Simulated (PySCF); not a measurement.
Run record: geometry optimisation, `[BH4-]`.

Computed with PBE0-D3(BJ)/def2-SVP geometry optimisation, gas phase (PySCF 2.14.0). Start geometry: GFN2-xTB. The input is one job of a driver script: a line of settings, then coordinates in Å.

Input:
```
{"job": {"xc": "PBE0", "basis": "def2-SVP", "d3": "d3bj", "grid": 1, "kind": "geom"}, "charge": -1, "multiplicity": 1}
B      0.003770     0.000750    -0.006690
H     -0.782840    -0.819510    -0.473570
H      0.165780    -0.221240     1.191120
H     -0.450420     1.132380    -0.156220
H      1.080950    -0.086680    -0.589010
```

Output:
```
step   0  E = -27.17949708  max force = 0.008829
step   1  E = -27.18031495  max force = 0.000817
step   2  E = -27.18032247  max force = 0.000045
optimisation converged
```

Energies in Eh; «max force» is the largest Cartesian gradient component in Eh/bohr.

Question: How much energy does the optimisation release, in eV?

Answer: E(step 0) − E(last step) = 0.000825 Eh, which is 0.022 eV.

Question: Give the first gradient maximum in eV/Å.

Answer: With 1 Eh/bohr = 51.422 eV/Å, 0.454 eV/Å.

Main results: final energy -27.18032 Eh after 2 steps.

Rough CPU time on one thread of a shared machine: under 1 s.
Labels such as C1 count atoms from 1, the log's own numbers from 0.
